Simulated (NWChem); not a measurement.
Species: AlF3; SMILES [F][Al]([F])[F]

Results from NWChem. Pople sets run with spherical d functions. Structure relaxed at the B3LYP/6-31G* (spherical d) level. Total energies compare along this basis series because the functional is fixed.

```
level                    basis functions  energy (Ha)  highest occupied level (eV)  orbital gap (eV)
-----------------------  ---------------  -----------  ---------------------------  ----------------
Hartree-Fock/STO-3G                   24    -533.2462                       -10.25             20.19
Hartree-Fock/3-21G                    40    -537.5229                       -16.31             18.42
Hartree-Fock/6-31G*                   60    -540.4441                       -16.89             18.60
Hartree-Fock/6-31+G*                  76    -540.4660                       -17.31             17.93
Hartree-Fock/6-311G**                 80    -540.5421                       -17.13             18.77
Hartree-Fock/6-311++G**               96    -540.5532                       -17.35             17.93
```
